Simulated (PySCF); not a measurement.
**SH₃⁺ at several levels of theory**

All levels use the PBE0 minimum (singlet; S–H 1.357 Å (×3); H–S–H 94.1° (×3)), basis [S def2-TZVP, H def2-TZVP], no relativity, density fitting, no spin–orbit coupling, PySCF. For vertical energies the ionised species is a doublet (spins chosen at PBE0 and kept) and the electron-attached one a doublet. Open shells are unrestricted, also as the reference of the correlated levels. Dipoles are about the centre of mass. A dash marks a value that was not computed or is not defined at that level.

```xyz
4
charge 1 multiplicity 1, angstrom
S     0.0000    0.0000   -0.0626
H     1.1473    0.0000    0.6622
H    -0.5737    0.9936    0.6622
H    -0.5737   -0.9936    0.6622
```

```
  level  vertical IP (eV)  vertical EA (eV)  −ε(HOMO) (eV)  gap (eV)  dipole (D)
   PBE0             21.31              4.60          18.20     11.11        1.85
CCSD(T)             21.31              4.24              –         –           –
     HF             20.19              3.75          21.44     18.28        1.84
    PBE             21.32              4.66          16.82      8.61        1.83
 r2SCAN             21.29              4.63          17.13      9.27        1.87
  B3LYP             21.40              4.66          17.95     10.54        1.81
  TPSSh             21.30              4.62          17.52      9.91        1.83
    MP2             21.24              4.18              –         –           –
    LDA             21.46              4.63          16.83      8.58        1.92
r2SCAN0             21.27              4.61          18.40     11.54        1.87
```

For SH₃⁺ itself CCSD(T) correlates 8 electrons; T1 = 0.011, D1 = 0.019, (T) = -18 kJ/mol.

Which levels differ least and most from CCSD(T) in the vertical IP?

Least: PBE0 (0.00 eV), TPSSh (-0.01 eV); most: HF (-1.12 eV).
